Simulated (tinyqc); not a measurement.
Worked calculation: Hueckel theory of the pi electrons with the omega technique, for the molecule C=CN (SMILES; centres numbered as the heavy atoms are written). One step of it, computed by the program tinyqc.

Problem. Energy, charges, bond orders. E = sum n x; q_r = z_r - P_rr; bond order p = P_rs; free valence = sqrt(3) - sum of p over the bonds of the atom.

final x values: [2.096157, 0.687498, -1.143655]

occupations: [2.000000, 2.000000, 0.000000]

final P, order 1C, 2C, 3N:
$$\begin{pmatrix}
1.112295 & 0.955418 & -0.273068 \\
0.955418 & 0.971704 & 0.293897 \\
-0.273068 & 0.293897 & 1.916001
\end{pmatrix}$$

Centres:
```
centre  z_r, pi electrons of the neutral centre         h
1C                                            1  0.000000
2C                                            1  0.000000
3N                                            2  1.640000
```

Bonds:
```
i  j         k
1  2         1
2  3  0.810000
```

Give: pi energy = 4 alpha + this times beta; pi charges; Bond orders and lengths from R = 1.517 - 0.180 p; free valence of the carbons; gap between the highest filled and the next level.

Solution.

pi energy = 4 alpha + this times beta = 5.5673

pi charges: 1C -0.1123, 2C 0.0283, 3N 0.0840

Bond orders and lengths from R = 1.517 - 0.180 p (angstrom, C-C alone):
```
bond       p       R
1-2   0.9554  1.3450
2-3   0.2939       -
```

free valence of the carbons: 1C 0.7766, 2C 0.4827

gap between the highest filled and the next level = 1.8312 |beta|
